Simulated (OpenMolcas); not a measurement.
**A ladder of methods for CH3AlO (SMILES [CH3][Al]=[O])**

CH3AlO: 6 atoms, total charge 0, spin state singlet. SMILES: `[CH3][Al]=[O]`. The shape is that of a PBE0-D4/def2-TZVP optimisation.

Each level gives the HOMO–LUMO gap (eV). The values are calculated.

| level | kind | program | value (eV) |
| --- | --- | --- | --- |
| HF/aug-cc-pVDZ | Hartree–Fock | OpenMolcas | 10.83 |
| SVWN5/aug-cc-pVDZ | LDA | OpenMolcas | 3.69 |
| BLYP/aug-cc-pVDZ | GGA | OpenMolcas | 3.57 |
| M06-L/aug-cc-pVDZ | meta-GGA | OpenMolcas | 4.14 |
| TPSS/aug-cc-pVDZ | meta-GGA | OpenMolcas | 3.85 |
| r2SCAN/aug-cc-pVDZ | meta-GGA | OpenMolcas | 4.23 |
| BHLYP/aug-cc-pVDZ | global hybrid | OpenMolcas | 7.51 |
| PBE0/aug-cc-pVDZ | global hybrid | OpenMolcas | 5.68 |

The values span 3.57 to 10.83 eV. Orbital gaps aren't excitation energies; they tend to grow with the share of exact exchange.
